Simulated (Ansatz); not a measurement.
# Worked example: SiH4⁺, quartet against SiH4⁺, doublet

All five atoms lie in one plane.

Geometry (PBE0/def2-TZVP stationary point of a doublet), kept for both states:

| atom | x (Å) | y (Å) | z (Å) |
| --- | --- | --- | --- |
| Si | 0.0000 | 0.0000 | 0.0000 |
| H | -0.0112 | 1.0909 | 1.0838 |
| H | -0.0168 | -1.0838 | 1.0907 |
| H | 0.0168 | 1.0838 | -1.0907 |
| H | 0.0112 | -1.0909 | -1.0838 |

Basis 6-31G; Ansatz 0.2.0. Only valence electrons are correlated (noble-gas cores frozen). Prefix R: restricted or restricted open-shell reference; prefix U: unrestricted.

Full CI is exact within this basis and frozen core; it isn't the basis-set limit. The frozen core follows each run's orbitals, which can shift R against U totals by a few meV.

```tsv
level	E(SiH4⁺, doublet) (hartree)	E(SiH4⁺, quartet) (hartree)
UHF	-290.728222	-290.576787
UMP2	-290.778164	-290.616778
UCCSD(T)	-290.804823	-290.638296
PBE	-291.204493	-291.037395
r2SCAN	-291.329264	-291.164042
full CI	-290.805435	-290.638695
```

**Question.** Give the vertical gap, SiH4⁺ quartet less SiH4⁺ doublet, at each level in eV (1 hartree = 27.2114 eV), and each error against full CI.

**Answer.** full CI: (-290.638695 − (-290.805435)) × 27.2114 = 4.537 eV (the reference)
r2SCAN: (-291.164042 − (-291.329264)) × 27.2114 = 4.496 eV, error -0.041 eV
PBE: (-291.037395 − (-291.204493)) × 27.2114 = 4.547 eV, error 0.010 eV
UCCSD(T): (-290.638296 − (-290.804823)) × 27.2114 = 4.531 eV, error -0.006 eV
UMP2: (-290.616778 − (-290.778164)) × 27.2114 = 4.392 eV, error -0.145 eV
UHF: (-290.576787 − (-290.728222)) × 27.2114 = 4.121 eV, error -0.416 eV

Total energies of functionals can't be set beside those of wave-function methods, since they hold the core's correlation and their own absolute errors; only the differences compare.

The set has no polarisation functions, so the order and spacing of states can differ from the basis-set limit.

In so small a basis the reference is far from its limit while semilocal and hybrid functionals are nearer theirs, so the functionals' errors here hold much of the reference's basis and frozen-core error, which can add to them or hide them.

Each level lands on the state that its own search finds. T1 diagnostics of restricted CCSD: 0.029 and 0.016.
